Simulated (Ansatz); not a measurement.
# SiH₃ (doublet): the correlation ladder at distance H1–H2 along a hydrogen transfer = 1.036 Å, cc-pVTZ

Aim: climb from Hartree-Fock through coupled cluster and multireference methods for SiH₃ (doublet) at one geometry and basis, and see what each rung misses.

The runs use Ansatz 0.2.0, Gaussian basis; cc-pVTZ, core rule «outside noble gas», up to 5 orbitals frozen.

Plan: UHF; CCSD(T) on ROHF; CCSD(T) on UHF; BCCD(T) on ROHF; CISD; CCSDT(Q) on ROHF; CCSDT(Q) on UHF; CASSCF and NEVPT2, 7 electrons in 7 orbitals.

10 further runs of the same task are left out: 1 for a mislabelled method, 7 that didn't finish, 2 set aside as unsound or not needed.

## Step 1: The system

The geometry derives from fragments relaxed apart (PBE0/def2-TZVP) and kept rigid, so it is no stationary point. A hydrogen atom is moved between rigid fragments.

4 atoms, charge 0, spin multiplicity 2.

Atoms are counted from 1 here; the program's logs count them from 0.

Bond lengths: H2–Si3 1.488 Å, Si3–H4 1.532 Å. Angles: H2–Si3–H4 105.0°.

## Step 2: UHF

Input file in.yaml:

```yaml
crystal:
  periodic: [false, false, false]
  atoms:
    - {symbol: H, position_ang: [-2.406856, 0.047936, 0.000000]}
    - {symbol: H, position_ang: [-1.370856, 0.047936, 0.000000]}
    - {symbol: Si, position_ang: [0.117144, 0.047936, 0.000000]}
    - {symbol: H, position_ang: [0.513579, -1.431577, 0.000000]}
basis:
  gaussian: {orbitals: cc-pVTZ}
magnetization: {spin_polarized: true, initial_magnetization: 1}
hamiltonian: {xc: hf}
output: {orbitals: {seedname: orbitals}}
```

Launch:

```bash
ansatz run in.yaml --threads 1 --pin off --events-out ev --progress --plain --max-ram 2393MiB
```

The runs that follow: CCSD(T) on ROHF; CCSD(T) on UHF; BCCD(T) on ROHF; CISD; CCSDT(Q) on ROHF; CCSDT(Q) on UHF; CASSCF and NEVPT2, 7 electrons in 7 orbitals.

Before running them: what should the planned runs give, taken together? Wanted: UCCSDT(Q) below the RHF energy; RMP2 from UCCSDT(Q); UMP2 from UCCSDT(Q); RCCSD from UCCSDT(Q); RCCSD(T) from UCCSDT(Q); UCCSD(T) from UCCSDT(Q); RCCSDT(Q) from UCCSDT(Q); NEVPT2 valence from UCCSDT(Q); T1 diagnostic.

**Answer**, as computed:

```
                         quantity                      value
   UCCSDT(Q) below the RHF energy                 -4.6740 eV
              RMP2 from UCCSDT(Q)              +106.9 kJ/mol
              UMP2 from UCCSDT(Q)              +110.8 kJ/mol
             RCCSD from UCCSDT(Q)               +21.9 kJ/mol
          RCCSD(T) from UCCSDT(Q)                +4.5 kJ/mol
          UCCSD(T) from UCCSDT(Q)                +4.5 kJ/mol
         RCCSDT(Q) from UCCSDT(Q)                +0.1 kJ/mol
    NEVPT2 valence from UCCSDT(Q)               +79.2 kJ/mol
levels within 1 kcal/mol (43 meV)  RCCSDT, UCCSDT, RCCSDT(Q)
                    T1 diagnostic                      0.032
   effectively unpaired electrons                       1.20
```

In words: RCCSD(T) misses by +4.5 kJ/mol, 1.0 % of the correlation energy. One determinant dominates. Coupled cluster took another determinant than the lowest Hartree-Fock one. These misses are within one basis, not against nature; the frozen cores of restricted and unrestricted runs differ, which can shift their rows.
